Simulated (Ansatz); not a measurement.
System: CH$_{3}$, charge 0, multiplicity 2. 
Geometry from a B3LYP-D3(BJ)/def2-TZVP (Ansatz, a first-principles code) optimisation:
```xyz
4

C      0.0000     0.0000     0.0000
H      0.0036     1.0786    -0.0270
H      0.9326    -0.5425     0.0110
H     -0.9362    -0.5361     0.0160
```
Charge 0, spin multiplicity 2.

Atomisation energy built up term by term with Ansatz (kcal/mol; UHF references for open shells; valence terms freeze the core; atomic spin-orbit terms are left out). CBS marks a two-point X^-3 extrapolation of the correlation energy; Hartree-Fock from the larger set.

| term | basis | kcal/mol |
|---|---|---|
| Hartree-Fock | aug-cc-pVQZ | [?] |
| CCSD correlation | CBS(aug-cc-pVTZ,aug-cc-pVQZ) | [?] |
| (T) | CBS(aug-cc-pVTZ,aug-cc-pVQZ) | 1.94 |
| CCSDT - CCSD(T) | cc-pVDZ | 0.06 |
| (Q) | cc-pVDZ | 0.06 |
| core correlation | cc-pwCVTZ | 0.99 |
| scalar relativity (X2C) | cc-pVTZ-DK against cc-pVTZ | -0.17 |
| sum: De |  | [?] |

Some entries are withheld; supply them.


- Hartree-Fock, kcal/mol: 242.96
- CCSD correlation, kcal/mol: 62.17
- sum: De, kcal/mol: 308.0
